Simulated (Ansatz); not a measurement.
# CH₃BS (SMILES CB=S): one structure at several levels

One table from this session's results is given with a row withheld; the runs are named, their logs left out.

Computed with Ansatz 0.2.0, Gaussian basis. Level: single points in def2-TZVPP.

Correlated methods freeze the cores.

### Where the work starts

SMILES `CB=S`, 6 atoms, charge 0, spin multiplicity 1.

Atoms are counted from 1 here; the program's logs count them from 0.

Bond lengths: C1–B2 1.499 Å, C1–H4 1.122 Å, C1–H5 1.187 Å, C1–H6 1.183 Å, B2–S3 1.604 Å. Angles: B2–C1–H4 122.8°, B2–C1–H5 114.3°, B2–C1–H6 110.6°, H4–C1–H5 109.4°, H4–C1–H6 102.2°, H5–C1–H6 92.7°, C1–B2–S3 177.1°.

Geometry (Å):

```xyz
6

C    -0.2885    0.4024   -0.1272
B     0.5303   -0.7291    0.4171
S     1.4242   -1.8940    1.0625
H    -1.1573    0.8451    0.4277
H     0.3495    1.2736   -0.6204
H    -0.7788    0.1009   -1.1607
```

The first run:

run/in.yaml

```yaml
crystal:
  periodic: [false, false, false]
  atoms:
    - {symbol: C, position_ang: [-0.288500, 0.402400, -0.127200]}
    - {symbol: B, position_ang: [0.530300, -0.729100, 0.417100]}
    - {symbol: S, position_ang: [1.424200, -1.894000, 1.062500]}
    - {symbol: H, position_ang: [-1.157300, 0.845100, 0.427700]}
    - {symbol: H, position_ang: [0.349500, 1.273600, -0.620400]}
    - {symbol: H, position_ang: [-0.778800, 0.100900, -1.160700]}
basis:
  gaussian: {orbitals: def2-TZVPP}
correlation: {method: ccsd_t}
output: {forces: true}
```

The command line of these runs was not kept.

Steps of the session up to this table: CCSD(T)/def2-TZVPP; PBE0-D4/def2-TZVPP; wB97M-V/def2-TZVPP; r2SCAN-D4/def2-TZVPP; PBE-D4/def2-TZVPP; BHLYP-D4/def2-TZVPP; r2SCANh-D4/def2-TZVPP.

One of the session's tables, all rows but one given; the rest of the session is left out.

| method | RMS force component (eV/Å) | angle to CCSD(T) forces (°) | dipole (D) |
| --- | --- | --- | --- |
| CCSD(T) | 1.432 | reference | 2.58 |
| PBE0-D4 | 1.355 | 5.1 | 2.91 |
| wB97M-V | 1.406 | 6.1 | 2.89 |
| r2SCAN-D4 | ? | ? | ? |
| PBE-D4 | 1.231 | 6.8 | 2.73 |
| BHLYP-D4 | 1.503 | 8.8 | 3.02 |
| r2SCANh-D4 | 1.356 | 5.7 | 2.96 |

Estimate the missing values for r2SCAN-D4.

As computed: RMS force component (eV/Å): 1.319; angle to CCSD(T) forces (°): 5.8; dipole (D): 2.92. In the column «RMS force component (eV/Å)» it lies between PBE-D4 (1.231) and PBE0-D4 (1.355).
